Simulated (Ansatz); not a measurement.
A made-up structure of MgBH₃O, closed shell:

B1  (-1.217, 0.517, -1.004)
Mg2  (0.442, -0.194, 0.368)
O3  (1.737, -0.751, 1.430)
H4  (-2.007, -0.224, -1.523)
H5  (-1.389, 1.674, -1.282)
H6  (1.059, 1.293, 0.973)
(Å)

It is relaxed with PBE-D4/def2-SVP and then PBE0-D4/def2-TZVP (Ansatz 0.2.0). Atoms count as bonded within 1.22 times the sum of their covalent radii (H–H: 0.88 Å). The end point is not checked to be a true minimum.

Q: Does its bonding change? (A judgement: the text doesn't fix the answer.)

A: Computed: Yes. Formed: O3–H6; broken: Mg2–H6.

Where it ends: The first stage lowers the energy by 5.18 eV in 16 steps. It ends as MgBH₃O ([BH2][Mg][OH]):
B1  (-1.498, 0.520, -1.236)
Mg2  (0.234, 0.337, 0.215)
O3  (1.583, 0.193, 1.346)
H4  (-2.112, -0.425, -1.651)
H5  (-1.889, 1.573, -1.664)
H6  (2.307, 0.118, 1.952)
(Å)

Labels in which every atom is bracketed show which atoms are joined, not bond orders.

For scale, one of the runs: PBE0-D4/def2-TZVP relaxation, 112 basis functions, launched by `ansatz run in.yaml --threads 2 --pin off --events-out ev --progress --plain --max-ram 4352MiB`. The run took about 21 s on 2 CPU threads of an Arm Neoverse V2 (shared host).
